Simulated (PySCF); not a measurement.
Structure problem from calculated spectra and properties.

Elements present: B, F and H. Monoisotopic mass: 31.0150 u (electron mass counted); charge +1.

- Triplet: lowest triplet excitation (Tamm–Dancoff): 8.66 eV [TDA PBE0/def2-SVPD]
- UV, first state: lowest singlet excitation: 11.00 eV (113 nm, f = 0.275 summed over 2 states within 0.01 eV) [TDDFT PBE0/def2-SVPD]
- Rotational structure: rotational constant B (linear): 36.002 GHz [PBE0-D3(BJ)/def2-SVP]
- Valence photoelectron: vertical ionisation energy: 26.05 eV [ΔSCF PBE0/def2-SVPD]
- Couplings: largest of the computed one-bond spin–spin couplings (means over like bonds): 11B–1H +443.9, 19F–11B -113.9 Hz [B3LYP/pcJ-1]
- UV, strongest line: among the 10 lowest singlet transitions: S9 at 14.89 eV (83 nm, f = 0.756) [TDDFT PBE0/def2-SVPD]
- XPS: B1s 212.1, F1s 705.2 eV [ΔSCF SCAN, pcX-2 on the ionised atom, pcseg-1 elsewhere, spin-free X2C]

The electronic properties come from PySCF, for the isolated species, density fitting. Levels stand in brackets. Geometry: PBE0-D3(BJ)/def2-SVP; no solvent, vibrations or thermal averaging.

Question: Which formula fits the mass and the elements?

Answer: BFH (calculated 31.0150). No other formula that holds each of these elements comes within 0.0003 u with a fitting electron parity and a possible valence count.

Question: What is the compound? Reason from the data.

Answer: The couplings run between: +443.9 Hz, boron bonded to F and H and its hydrogen; -113.9 Hz, fluorine bonded to B and boron bonded to F and H. The core levels belong to: B1s 212.1 eV, boron bonded to F and H; F1s 705.2 eV, fluorine bonded to B. The first electron is taken from the HOMO, whose largest Löwdin shares are 0.48 on the boron bonded to F and H, 0.43 on the B–H hydrogen and 0.09 on the fluorine bonded to B. The optimised geometry has point group C∞v and is a linear rotor. Structure: `F[BH+]` (fluoroborane Ion).
